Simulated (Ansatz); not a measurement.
**A ladder of methods for O2 (oxygen)**

O2 has 2 atoms, charge 0, and is taken as a triplet. SMILES: `O=O`. The shape was relaxed beforehand at PBE0/def2-SVP.

```xyz
2

O     0.5076   -0.1642    0.2614
O    -0.5076    0.1642   -0.2614
```

Each level gives the adiabatic ionisation energy (to the doublet cation, shapes relaxed at PBE0/def2-SVP, no zero-point term) (eV). The values are calculated.

```csv
level,kind,program,value (eV)
UHF/def2-TZVPP,Hartree–Fock,Ansatz,12.03
USVWN5/def2-TZVPP,LDA,Ansatz,12.33
UPBE/def2-TZVPP,GGA,Ansatz,12.21
UB3LYP/def2-TZVPP,global hybrid,Ansatz,12.51
UCAM-B3LYP/def2-TZVPP,range-separated hybrid,Ansatz,12.53
RPA@PBE/def2-TZVPP,RPA,Ansatz,12.08
UMP2/def2-TZVPP,perturbation theory,Ansatz,12.83
UCCSD(T)/def2-TZVPP,coupled cluster or CI,Ansatz,11.96
```

The values span 11.96 to 12.83 eV. Spin contamination of the reference (⟨S²⟩ at least 0.1 too high) touches UHF/def2-TZVPP, UMP2/def2-TZVPP, UCCSD(T)/def2-TZVPP. The coupled-cluster rows rest on a doubtful reference here (large T1 or Brueckner and Hartree–Fock orbitals at odds), and rows may lie in different states.
